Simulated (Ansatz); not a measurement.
Consider the isomerisation: `CC[C@@H](C)[C@H](C)CC` → `CCC(C)(C)C(C)C`.

Computed with Ansatz on PBE0-D4/def2-TZVP structures; ΔE is electronic, products minus reactants. CBS: MP2 limit from def2 TZ/QZ plus the TZ coupled-cluster correction, frozen cores. DFT in def2-TZVPP. B3LYP here is the variant with VWN-RPA as its local correlation; programs differ in this. One conformer a species, not always the lowest.

`CC[C@@H](C)[C@H](C)CC`:

```xyz
26

C    -0.819   -1.944   -1.801
C     0.042   -0.705   -1.980
C     0.747   -0.216   -0.715
C     1.628    0.981   -1.049
C    -0.214    0.044    0.459
C    -1.257    1.111    0.153
C     0.549    0.354    1.747
C    -0.291    0.237    3.008
H    -1.691   -1.751   -1.173
H    -1.186   -2.307   -2.764
H    -0.251   -2.755   -1.336
H    -0.562    0.108   -2.399
H     0.813   -0.912   -2.731
H     1.408   -1.031   -0.385
H     2.215    1.313   -0.191
H     1.033    1.829   -1.398
H     2.329    0.726   -1.848
H    -0.749   -0.898    0.637
H    -1.966    1.216    0.977
H    -0.792    2.088   -0.005
H    -1.837    0.869   -0.740
H     1.401   -0.331    1.822
H     0.974    1.363    1.689
H     0.312    0.417    3.901
H    -0.726   -0.763    3.098
H    -1.112    0.957    3.021
```

`CCC(C)(C)C(C)C`:

Z-matrix (Å, degrees):
```
C
C 1 1.520
H 1 1.093 2 110.4
H 1 1.092 2 112.1 3 -119.5
H 1 1.092 2 111.9 3 119.4
C 2 1.540 1 116.6 3 -176.5
H 2 1.095 1 109.2 3 59.5
H 2 1.096 1 108.9 3 -55.2
C 6 1.528 2 107.3 1 -177.8
C 6 1.530 2 108.8 1 65.3
C 6 1.551 2 110.9 1 -55.5
H 9 1.093 6 111.9 2 61.6
H 9 1.092 6 111.9 2 -176.9
H 9 1.094 6 110.0 2 -57.6
H 10 1.094 6 110.4 2 50.2
H 10 1.093 6 111.8 2 -69.9
H 10 1.091 6 111.7 2 169.4
C 11 1.525 6 113.6 2 -179.5
C 11 1.524 6 113.7 2 -53.8
H 11 1.097 6 105.9 2 63.7
H 18 1.091 11 112.6 6 -55.2
H 18 1.093 11 110.0 6 -174.8
H 18 1.093 11 111.6 6 66.5
H 19 1.093 11 111.5 6 -63.1
H 19 1.093 11 110.1 6 178.2
H 19 1.091 11 112.7 6 58.3
```

```tsv
level	ΔE (kJ/mol)	difference from CCSD(T)/CBS
BLYP-D4	-0.9	3.7
PBE0-D4	-0.5	4.1
B3LYP-D4	-0.1	4.5
r2SCAN0-D4	-1.9	2.7
ωB97X-V	-2.1	2.5
PBE0	3.8	8.4
B3LYP	7.9	12.5
BHLYP	6.3	10.9
CAM-B3LYP	4.3	8.9
LC-ωPBE	1.9	6.5
CCSD(T)/CBS	-4.6	0
```

Largest T1 diagnostic among the species: 0.009.

From BLYP to BHLYP (50 % exact exchange), in def2-TZVPP and without D4, ΔE moves by −3.6 kJ/mol. In def2-TZVPP, CCSD(T) changes the Hartree–Fock value by −16.6 kJ/mol (the triples alone add −2.6 kJ/mol) and MP2 by −20.0 kJ/mol. Leaving LDA and LC-ωPBE aside and taking each functional with its dispersion term where it has one, the values, not all of them listed here, spread over 5.5 kJ/mol, from ωB97M-V to B2PLYP. LDA lies −11.0 kJ/mol from PBE without D4.
